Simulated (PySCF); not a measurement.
# State search for SiN

Unrestricted PBE0; basis Si x2c-TZVPPall, N x2c-TZVPPall; spin-free X2C with a Gaussian nucleus; PySCF 2.14. Outer shells of the fragments: Si 3s2 3p2; N 2s2 2p3.

Followed along the bond (rough minima from three points):

```
2Ms+1     unpaired  ⟨S²⟩ at the start  R at minimum (Å)  Te (eV)
    2          σ ↑               0.92              1.57     0.00
    2          π ↑               0.79              1.64     0.13
    4        π ↑↑↑               3.77  none in the scan   ≤ 2.41
    6  σ ↑, π ↑↑↑↑               8.76  none in the scan   ≤ 4.48
```

Solutions found at the starting distance of 1.770 Å, counted from the lowest of them; the search is not exhaustive and high or unbound solutions are not listed, so other states can lie among these:

```tsv
2Ms+1	unpaired	term	E (eV)	⟨S²⟩	⟨Lz²⟩	μ (D)
2	π ↑	²Π	0.00	0.79	1.01	-2.98
2	σ ↑	²Σ⁺	0.32	0.92	0.00	-2.99
4	π ↑↑↑	⁴Π	2.13	3.77	1.01	-0.56
4	σ ↑, π ↑↑	mixed	2.23	3.78	2.02	-1.49
2	π ↑↑↓	mixed	2.69	1.76	3.03	-0.51
4	σ ↑, π ↑↑	mixed	2.70	3.76	2.01	-1.57
2	σ ↓, π ↑↑	mixed	2.85	1.78	2.02	-1.44
2	σ ↓, π ↑↑	mixed	3.34	1.77	2.01	-1.56
6	σ ↑, π ↑↑↑↑	⁶Σ⁺	4.46	8.76	0.00	0.10
4	σ ↑, π ↑↑	⁴Σ⁻	5.54	3.76	0.00	0.12
4	σ ↑↑, π ↑	⁴Π	5.62	3.76	1.02	-0.63
2	σ ↓, π ↑↑	mixed	5.95	1.75	0.00	0.14
4	σ ↑↑, π ↑	⁴Π	6.32	3.84	1.01	-2.98
6	σ ↑↑, π ↑↑↑	⁶Π	7.32	8.76	1.01	-0.64
```

A term symbol is given only where ⟨S²⟩ and ⟨Lz²⟩ are close to those of a pure state; real π, δ and φ orbitals otherwise mix terms. A positive dipole means Si(−)N(+).

**Question.** Compare the gap between the two lowest followed solutions at the starting distance with the gap between their minima.

**Answer.** At PBE0 the second solution (doublet, unpaired electrons π ↑) lies -0.32 eV from the first (doublet, unpaired electrons σ ↑) at 1.770 Å and +0.13 eV at the minima; the two curves relax by different amounts, since their minima lie near 1.64 and 1.57 Å.

Counting both spins, an empty level lies below a filled one in some of these solutions, because spin and occupation are held.
